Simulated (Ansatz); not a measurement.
## How basis sets differ on LiH (SMILES [LiH])

LiH has 2 atoms, charge 0, and is taken as a singlet. SMILES: `[LiH]`. Geometry: the measured bond length. The run starts from this shape.

```xyz
2

Li    0.0000    0.0000    0.0000
H     0.0000    0.0000    1.5957
```

Quantity: the adiabatic ionisation energy (to the doublet cation, no zero-point term), in eV. The values are calculated.

| level | kind | program | value (eV) |
| --- | --- | --- | --- |
| HF/STO-3G | Hartree–Fock | Ansatz | 6.56 |
| HF/3-21G | Hartree–Fock | Ansatz | 6.60 |
| HF/6-31G* (Cartesian functions) | Hartree–Fock | Ansatz | 6.64 |
| HF/cc-pVTZ | Hartree–Fock | Ansatz | 6.69 |

The values span 6.56 to 6.69 eV.
